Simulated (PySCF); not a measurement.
# MgH: frontier orbitals

PBEsol at R = 1.755 Å; Mg 6-31G(d,p), H 6-31G(d,p); no relativity (PySCF 2.14). State: ²Σ⁺ (doublet), unpaired electrons σ ↑. Only the outer orbitals are listed, counted within each symmetry.

```
spin  orbital  occ.  ε (eV)  on Mg (%)           main shells (%)
   α       1π     1  -47.04        100                  100 Mg p
   α       1π     1  -47.04        100                  100 Mg p
   α       3σ     1  -46.90        100                  100 Mg p
   α       4σ     1   -6.93         52           48 H s, 46 Mg s
   α       5σ     1   -4.05         83  42 Mg s, 40 Mg p, 17 H s
   α       2π     0   -1.64        100                  100 Mg p
   α       2π     0   -1.64        100                  100 Mg p
   α       6σ     0    1.16         89  66 Mg p, 12 Mg s, 11 H s
   β       1π     1  -46.98        100                  100 Mg p
   β       1π     1  -46.98        100                  100 Mg p
   β       3σ     1  -46.81        100                  100 Mg p
   β       4σ     1   -6.44         55  44 H s, 44 Mg s, 10 Mg p
   β       5σ     0   -2.68         83  51 Mg s, 30 Mg p, 17 H s
   β       2π     0   -0.97        100                  100 Mg p
   β       2π     0   -0.97        100                  100 Mg p
```

Q: Which are the highest filled and the lowest empty level, where do they sit, and how wide is the gap?

A: Highest filled α 5σ at -4.05 eV (in %: 42 Mg s, 40 Mg p, 17 H s); lowest empty β 5σ at -2.68 eV (in %: 51 Mg s, 30 Mg p, 17 H s); the gap at PBEsol is 1.37 eV.

```
bond order (Mayer)                              : 0.94
⟨S²⟩                                            : 0.752
charge on Mg (Mulliken, basis-dependent)        : 0.09
charge on Mg (Löwdin, basis-dependent)          : 0.03
dipole moment (positive dipole means Mg(−)H(+)) : -1.07 D
```

The state is the lowest determinant that a PBE0 search found; another state may lie lower at other levels.
